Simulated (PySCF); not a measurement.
SiP⁻: input and log

State: ¹Σ⁺ (singlet), closed shell.

An equivalent input (the run itself took its basis sets from the Basis Set Exchange, started from a PBE0 density and held the occupation σ 9α 9β, πx 3α 3β, πy 3α 3β):

```python
from pyscf import gto, scf
mol = gto.M(atom='Si 0 0 0; P 0 0 2.015', basis={'Si': 'aug-pcseg-1', 'P': 'aug-pcseg-1'},
            charge=-1, spin=0, verbose=4, symmetry='C2v')
mf = scf.RHF(mol)
mf.irrep_nelec = {'A1': 18, 'B1': 6, 'B2': 6}
mf.conv_tol = 1e-9
mf.max_cycle = 60
mf.diis_space = 10
mf.kernel()
```

The log (some set-up lines and the per-cycle HOMO/LUMO lines removed):

```
******** <class 'pyscf.scf.hf_symm.SymAdaptedRHF'> ********
method = SymAdaptedRHF
damping factor = 0
level_shift factor = 0
DIIS = <class 'pyscf.scf.diis.CDIIS'>
diis_start_cycle = 1
diis_space = 10
diis_damp = 0
SCF conv_tol = 1e-09
SCF conv_tol_grad = None
SCF max_cycles = 60
Set gradient conv threshold to 3.16228e-05
init E= -629.609268840919
cycle= 1 E= -629.616781273311  delta_E= -0.00751  |g|= 0.0269  |ddm|= 0.402
cycle= 2 E= -629.61723349921  delta_E= -0.000452  |g|= 0.01  |ddm|= 0.123
cycle= 3 E= -629.617306821221  delta_E= -7.33e-05  |g|= 0.00604  |ddm|= 0.0388
cycle= 4 E= -629.617329288565  delta_E= -2.25e-05  |g|= 0.00161  |ddm|= 0.0279
cycle= 5 E= -629.61733159279  delta_E= -2.3e-06  |g|= 0.000531  |ddm|= 0.00818
cycle= 6 E= -629.617331925789  delta_E= -3.33e-07  |g|= 0.000156  |ddm|= 0.00398
cycle= 7 E= -629.61733196149  delta_E= -3.57e-08  |g|= 2.74e-05  |ddm|= 0.00143
cycle= 8 E= -629.617331962524  delta_E= -1.03e-09  |g|= 6.09e-06  |ddm|= 0.000163
cycle= 9 E= -629.617331962589  delta_E= -6.54e-11  |g|= 7.33e-07  |ddm|= 5.67e-05
Extra cycle  E= -629.61733196259  delta_E= -1.59e-12  |g|= 2.7e-07  |ddm|= 2.87e-06
converged SCF energy = -629.61733196259
```

Repeating this along the bond gives Re = 1.987 Å and ωe = 756 cm⁻¹.

A point of this curve took 0.11 CPU seconds beside 0.17 for the integrals (shared host).
